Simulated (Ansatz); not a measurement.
# What each rung costs, and what it gives

The pair of H2O (SMILES O, atoms 1–3) and H2S (SMILES S, atoms 4–6), both closed shells, in one local arrangement (a lower one may exist), relaxed at PBE0-D4/def2-TZVP:

O1  (0.020, 0.366, -1.341)
H2  (-0.795, 0.226, -1.828)
H3  (0.713, -0.028, -1.875)
S4  (0.105, 0.236, 2.125)
H5  (0.072, 0.288, 0.778)
H6  (-0.114, -1.087, 2.142)
(Å)

Interaction energies are counterpoise-corrected; the time is that of the whole pair.

Program: Ansatz 0.2.0. Basis: as named in each row. Cores are frozen in the correlated methods. B3LYP uses VWN-RPA correlation. Extrapolation: Hartree–Fock as exp(−7.88 √X), correlation as X^−2.97.

Times are rough, for one single point on 2 threads of a shared host (Arm Neoverse N1).

The estimate by CCSD(T) at an estimated basis limit (MP2 extrapolated from triple and quadruple zeta, plus CCSD(T) − MP2 in triple zeta) is -2.49 kcal/mol.

```tsv
method	basis	time (s)	interaction energy (kcal/mol)	method less estimate
HF	STO-3G	under 1	0.63	3.13
PBE-D4	STO-3G	under 1	-2.74	-0.24
SPW92	def2-SVP	under 1	-5.58	-3.09
B3LYP-D4	6-31G	under 1	-4.77	-2.27
PBE-D4	def2-SVP	under 1	-3.72	-1.22
PBE0-D4	def2-SVP	under 1	-3.59	-1.09
CCSD(T)	def2-SVP	under 1	-1.65	0.85
revPBE-D4	def2-TZVPPD	2	-2.30	0.19
BLYP-D4	def2-TZVPPD	2	-2.39	0.11
PBE0-D4	def2-TZVPPD	2	-2.84	-0.35
PBE-D4	def2-TZVPPD	2	-2.97	-0.48
wB97M-V	def2-SVP	3	-3.00	-0.51
B3LYP-D4	def2-TZVPPD	3	-2.56	-0.07
HSE06-D4	def2-TZVPPD	3	-2.84	-0.35
r2SCAN-D4	def2-TZVPPD	4	-2.66	-0.17
B2PLYP	def2-TZVPPD	4	-2.10	0.40
wB97X-V	def2-TZVPPD	6	-2.49	0.00
B97M-V	def2-TZVPPD	7	-2.65	-0.16
wB97M-V	def2-TZVPPD	8	-2.41	0.09
MP2	def2-QZVPPD	9	-2.56	-0.06
CCSD(T)	def2-TZVPPD	21	-2.16	0.33
```

No T1 diagnostic of these runs exceeds 0.011.
